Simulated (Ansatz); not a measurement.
**SiO (triplet): wave-function methods side by side, 6-31G**

How much of the correlation energy of SiO (triplet) does each wave-function method recover here?

The runs use Ansatz 0.2.0, Gaussian basis; 6-31G, core rule «outside noble gas», up to 6 orbitals frozen.

To be run: UHF; CCSD(T) on ROHF; CCSD(T) on UHF; BCCD(T) on ROHF; CISD; CCSDT(Q) on ROHF; CCSDT(Q) on UHF; CISDTQ; CCSDTQ on ROHF; CCSDTQ on UHF; CASSCF and MRCISD+Q, 10 electrons in 8 orbitals; CASSCF and NEVPT4(SD), 10 electrons in 8 orbitals; CASSCF and NEVPT2, 10 electrons in 8 orbitals; Full CI.

18 further runs of the same task are left out: 7 that didn't finish, 11 set aside as unsound or not needed.

## Step 1: The geometry

The geometry is a PBE0/def2-TZVP stationary point (not a proven minimum).

2 atoms, charge 0, spin multiplicity 3.

Atoms are counted from 1 here; the program's logs count them from 0.

Bond lengths: Si1–O2 1.724 Å.

## Step 2: UHF

The input, in.yaml:

```yaml
crystal:
  periodic: [false, false, false]
  atoms:
    - {symbol: Si, position_ang: [0.000000, 0.000000, 0.000000]}
    - {symbol: O, position_ang: [0.000000, 0.000000, 1.723500]}
basis:
  gaussian: {orbitals: 6-31G}
magnetization: {spin_polarized: true, initial_magnetization: 2}
hamiltonian: {xc: hf}
output: {orbitals: {seedname: orbitals}}
```

Started as:

```sh
$ ansatz run in.yaml --threads 1 --pin off --events-out ev --progress --plain --max-ram 2393MiB
```

The runs that follow: CCSD(T) on ROHF; CCSD(T) on UHF; BCCD(T) on ROHF; CISD; CCSDT(Q) on ROHF; CCSDT(Q) on UHF; CISDTQ; CCSDTQ on ROHF; CCSDTQ on UHF; CASSCF and MRCISD+Q, 10 electrons in 8 orbitals; CASSCF and NEVPT4(SD), 10 electrons in 8 orbitals; CASSCF and NEVPT2, 10 electrons in 8 orbitals; Full CI.

**Question.** What will the summary of the whole plan be? Wanted: FCI below the RHF energy; RMP2 from FCI; UMP2 from FCI; RCCSD from FCI; RCCSD(T) from FCI; UCCSD(T) from FCI; RCCSDT(Q) from FCI; UCCSDT(Q) from FCI; NEVPT2 valence from FCI.

**Answer**, as computed:

| quantity | value |
| --- | --- |
| FCI below the RHF energy | -3.9546 eV |
| RMP2 from FCI | +777.8 meV |
| UMP2 from FCI | +764.7 meV |
| RCCSD from FCI | +317.7 meV |
| RCCSD(T) from FCI | +212.2 meV |
| UCCSD(T) from FCI | +211.6 meV |
| RCCSDT(Q) from FCI | -5.8 meV |
| UCCSDT(Q) from FCI | -9.4 meV |
| NEVPT2 valence from FCI | +513.5 meV |
| NEVPT4(SD) valence from FCI | +100.6 meV |
| MRCISD+Q valence from FCI | +49.3 meV |
| levels within 1 kcal/mol (43 meV) | RCCSDT, UCCSDT, RCCSDT(Q), UCCSDT(Q), RCCSDTQ, UCCSDTQ |
| T1 diagnostic | 0.025 |
| effectively unpaired electrons | 2.42 |

**Reading.** RCCSD(T) lands +212.2 meV from the yardstick (5.4 % of the correlation energy). RCCSDT(Q), UCCSDT(Q) fall below full CI: unrestricted runs freeze a spin-polarised core, another one than full CI's, and coupled cluster isn't variational. The occupations show some static correlation. Of the multireference levels listed MRCISD+Q valence comes nearest in total energy (+49.3 meV), which doesn't show that its space is the better one. These misses are within one basis, not against nature; the frozen cores of restricted and unrestricted runs differ, which can shift their rows.
